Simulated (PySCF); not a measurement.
Calculation: PBE-D3(BJ)/def2-TZVP // BP86-D3(BJ)/def2-SVP run with PySCF. Isolated molecules, 0 K electronic values unless said otherwise. 

Reference species (SMILES): `CC#N` (neutral, multiplicity 1).

```yaml
dipole_moment: 3.96 D
LUMO: -0.41 eV
HOMO: -8.01 eV
```

Changed species: `O` (free base H2O; the reference has free base CH3CN).

Question: Predict the effect on the dipole moment, LUMO and HOMO.

Answer: the dipole moment falls by 1.89 D, to 2.07 D; the LUMO rises by 0.28 eV, to -0.13 eV; the HOMO increases by 1.05 eV, to -6.96 eV.
